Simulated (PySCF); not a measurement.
Compound: C3H4O2 (charge +1 and doublet state).
Structure used (GFN2-xTB), in Å, numbered top down from 1:
```xyz
9
C3H4O2 angstrom
O      2.417   -0.020    0.150
C      1.345    0.268   -0.214
C      0.075   -0.572   -0.071
C     -1.179    0.158    0.285
O     -0.938   -0.409   -0.951
H      1.090    1.244   -0.699
H      0.305   -1.594    0.248
H     -1.941   -0.316    0.899
H     -1.162    1.248    0.328
```

The hyperfine couplings belong to this conformer and change with its torsions.

As a line formula: `[O+]=C[C@H]1CO1` [radical] (charge +1).

The calculation used UKS B3LYP, pcH-1 on C H O, non-relativistic, mean-field spin-orbit, GIAO in PySCF 2.14.0. Geometry: GFN2-xTB, one conformer, isolated ion. Couplings are sensitive to structure, and on GFN2-xTB geometries they can be far from those on DFT ones, by a factor of two or more for some ions and for spin on atoms past the first row. Stability of the SCF solution: not tested.

Principal values of hyperfine tensors in MHz (contact and dipolar terms together), for some of the nuclei:

```json
{"atom": "H6", "isotope": "1H", "A1": "308.45", "A2": "313.60", "A3": "327.33"}
{"atom": "H7", "isotope": "1H", "A1": "82.39", "A2": "89.18", "A3": "100.33"}
{"atom": "C2", "isotope": "13C", "A1": "-76.18", "A2": "-59.45", "A3": "-39.86"}
{"atom": "H9", "isotope": "1H", "A1": "18.82", "A2": "22.26", "A3": "28.25"}
{"atom": "O5", "isotope": "17O", "A1": "-106.46", "A2": "22.10", "A3": "24.67"}
{"atom": "C3", "isotope": "13C", "A1": "-1.46", "A2": "1.77", "A3": "49.30"}
{"atom": "H8", "isotope": "1H", "A1": "4.16", "A2": "5.85", "A3": "14.80"}
{"atom": "C4", "isotope": "13C", "A1": "-9.66", "A2": "-6.29", "A3": "-1.10"}
```

(1) Split each tensor into its isotropic and traceless parts, and turn a_iso into mT with g = 2.0043.

(2) What spin density at the nucleus of O5 lies behind its contact coupling (g_N = -0.75752)?

(3) O1 (17O, g_N = -0.75752) isn't in the table. Its spin density at the nucleus is 0.04682 bohr⁻³. What is its contact coupling?

(4) Name the largest traceless tensor T of the table and describe it.

(5) In a single crystal, with the field along each principal axis of the tensor of H7 in turn, what first-order splitting does this nucleus give (isotropic g, quadrupole terms neglected)?

## Answers

(1) a_iso = (A1 + A2 + A3)/3, Ti = Ai − a_iso; 1 mT corresponds to 28.052 MHz.

```
atom  a_iso (MHz)  a_iso (mT)      T1      T2     T3
  H6       316.46      11.281   -8.01   -2.87  10.87
  H7        90.63       3.231   -8.24   -1.45   9.70
  C2       -58.50      -2.085  -17.68   -0.95  18.64
  H9        23.11       0.824   -4.29   -0.85   5.14
  O5       -19.90      -0.709  -86.57   42.00  44.57
  C3        16.54       0.590  -18.00  -14.77  32.77
  H8         8.27       0.295   -4.11   -2.42   6.53
  C4        -5.68      -0.203   -3.98   -0.61   4.58
```

(2) a_FC = 800.24 MHz bohr³ × g_N × ρ(0)/(2S). With a_FC = -19.90 MHz and 2S = 1, ρ(0) = 0.03282 bohr⁻³. The nuclear moment is negative, so coupling and spin density have opposite signs.

(3) By the same relation, a_FC = -28.4 MHz. Its full tensor has the principal values -178.36, 39.43, 53.79 MHz.

(4) O5: -86.6, 42.0, 44.6 MHz, nearly axial, close to the ratio +1:+1:−2.

(5) 2 lines (I = 1/2), spaced by |A_i|/(g × 13.996): 2.94, 3.18, 3.58 mT along the axes of A1, A2 and A3.
